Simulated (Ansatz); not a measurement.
# Al2P: the cost of one run

The runs use Ansatz 0.2.0, Gaussian basis; def2-TZVPP, core rule «outside noble gas», up to 15 orbitals frozen.

The runs, in order: UHF; ROHF; CCSD(T) on UHF.

2 further runs of the same task are left out: 2 set aside as unsound or not needed.

**1. The system**

The geometry is a PBE0/def2-TZVP stationary point (not a proven minimum) of the parent state, kept for this charge and spin.

3 atoms, charge 0, spin multiplicity 4.

Atoms are counted from 1 here; the program's logs count them from 0.

Bond lengths: Al1–P2 2.200 Å, P2–Al3 2.200 Å. Angles: Al1–P2–Al3 180.0°.

**2. UHF**

File in.yaml:

```yaml
crystal:
  periodic: [false, false, false]
  atoms:
    - {symbol: Al, position_ang: [0.000000, 0.000000, 2.199700]}
    - {symbol: P, position_ang: [0.000000, 0.000000, 0.000000]}
    - {symbol: Al, position_ang: [0.000000, 0.000000, -2.199700]}
basis:
  gaussian: {orbitals: def2-TZVPP}
magnetization: {spin_polarized: true, initial_magnetization: 3}
hamiltonian: {xc: hf}
output: {orbitals: {seedname: orbitals}}
```

The run is started by

```bash
> ansatz run in.yaml --threads 1 --pin off --events-out ev --progress --plain --max-ram 2816MiB --backend cpu
```

**Question.** How long does this run take on 1 thread of AMD EPYC 7R13, shared host, and how much memory does it need?

About 34 s, with a peak of 0.37 GiB.
